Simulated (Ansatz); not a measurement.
Relaxation of CH5BF (8 atoms, charge 0, multiplicity 2), to a largest force component of 0.03 eV/Å in at most 50 steps.

Computed with UKS B3LYP-D4/cc-pVDZ (Ansatz 0.2.0).

```xyz
8
Properties=species:S:1:pos:R:3
B 0.009 0.008 -0.087
F -0.025 -0.004 1.247
C 1.381 0.036 -0.826
H 1.685 -1.017 -0.995
H 1.318 0.505 -1.821
H 2.185 0.510 -0.240
H -1.064 -0.042 -0.645
H -0.014 0.004 3.377
```

Task: Where does it end, and by what steps?

Result: The run converged. The force dipped under the threshold on the way, but the program's further checks kept it going. After 14 steps the energy has fallen by 0.072 eV; H8 moved furthest, 0.60 Å.

| step | energy less start (eV) | largest force component (eV/Å) | accepted |
| --- | --- | --- | --- |
| 0 | 0.0000 | 0.443 | yes |
| 1 | -0.0301 | 0.189 | yes |
| 2 | -0.0306 | 0.696 | yes |
| 3 | -0.0648 | 0.203 | yes |
| 4 | -0.0675 | 0.064 | yes |
| 5 | -0.0685 | 0.032 | yes |
| 6 | -0.0699 | 0.026 | yes |
| 7 | -0.0693 | 0.206 | no |
| 8 | -0.0706 | 0.042 | yes |
| 9 | -0.0700 | 0.179 | no |
| 10 | -0.0698 | 0.084 | no |
| 11 | -0.0709 | 0.014 | yes |
| 12 | -0.0712 | 0.054 | yes |
| 13 | -0.0704 | 0.162 | no |
| 14 | -0.0715 | 0.008 | yes |

```xyz
8
Properties=species:S:1:pos:R:3
B 0.006 -0.048 -0.185
F -0.109 0.143 1.139
C 1.401 0.016 -0.876
H 1.627 -0.971 -1.325
H 1.375 0.721 -1.727
H 2.226 0.292 -0.201
H -1.025 -0.275 -0.778
H -0.027 0.121 3.962
```

Whether the end is a true minimum wasn't checked by a vibrational analysis.

Run time: 44 s on 2 threads of Intel(R) Xeon(R) Platinum 8259CL CPU @ 2.50GHz (Skylake/Cascade Lake) (shared host), peak memory 0.17 GiB.
